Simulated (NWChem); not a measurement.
Species: methanol (CH4O); SMILES CO

Program: NWChem. The level has its own optimisation; frequencies are unscaled.

### Question
Predict the results for PBE0/def2-SVP. Quantities: r C–O (Å); r H–O (Å); highest harmonic frequency (cm⁻¹); lowest (cm⁻¹); zero-point energy (kcal/mol); dipole (D).

### Answer
```
Quantity                           Value
---------------------------------  -----
r C–O (Å)                          1.397
r H–O (Å)                          0.962
highest harmonic frequency (cm⁻¹)   3897
lowest (cm⁻¹)                        341
zero-point energy (kcal/mol)        32.3
dipole (D)                          1.64
```
